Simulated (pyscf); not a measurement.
**Four-centre exchange: [Cl–V(Cl)(Cl)–Cl]• + methane (CH₄) → [H₃C–V(Cl)(Cl)–Cl]• + hydrogen chloride (HCl)**

Gas phase, doublet surface, charge 0. Bonds broken: V1–Cl2, C6–H7. Bonds formed: V1–C6, Cl2–H7. PySCF, gas phase, ωB97X-D3(BJ)/def2-SVP geometries.

Transition state (Å):

```xyz
10

V     -1.0893    -0.7620     0.1025
Cl     1.0032    -0.4309     1.4304
Cl    -0.1674    -2.4443    -0.8219
Cl    -2.8061    -0.6454    -1.2226
Cl    -2.1783    -0.7900     1.9318
C     -0.4410     1.1439    -0.5731
H      0.3911     0.4919     0.4250
H     -0.4122     0.8961    -1.6451
H     -1.3692     1.6835    -0.3305
H      0.4091     1.8152    -0.3560
```

One imaginary mode, 946i cm⁻¹; descent along it reached the two sides named.

```
bond    change  reactant side (Å)  saddle  product side
------  ------  -----------------  ------  ------------
V1–Cl2  breaks              2.116   2.500           3.8
C6–H7   breaks              1.099   1.454           4.0
V1–C6    forms                4.5   2.123         1.964
Cl2–H7   forms                3.0   1.496         1.285
```

Electronic energies relative to the separated reactants (kJ/mol):

```tsv
level	barrier	reaction energy	reverse barrier
ωB97X-D3(BJ)/def2-TZVP	205.1	+136.5	68.6
PBE/def2-TZVP	196.6	+153.3	43.4
r²SCAN/def2-TZVP	199.8	+152.4	47.4
B3LYP-D3(BJ)/def2-TZVP	212.0	+145.3	66.7
PBE0-D3(BJ)/def2-TZVP	194.4	+139.6	54.8
M06-2X/def2-TZVP	203.5	+120.1	83.4
ωB97M-D3(BJ)/def2-TZVP	211.3	+127.8	83.5
HF/def2-TZVP	301.2	+121.2	180.0
```

With ωB97M-D3(BJ)/def2-TZVP energies and thermal terms (ideal gas, 1 atm, RRHO with modes under 100 cm⁻¹ raised to 100, one conformer, R ln 2 for chiral ones without a mode under 150 cm⁻¹), in kJ/mol:

```
T (K)    ΔH‡    ΔG‡      ΔH      ΔG
-----  -----  -----  ------  ------
298    198.0  238.4  +117.8  +111.6
600    201.7  278.1  +121.7  +103.8
900    206.4  315.2  +125.0   +94.0
1200   210.8  350.8  +127.5   +83.3
```

This is the saddle that the search found; another between the same sides may lie lower. Open-shell species with a d-block atom are single-reference here; other states, and whether the spin sits on metal or ligand, were not checked.
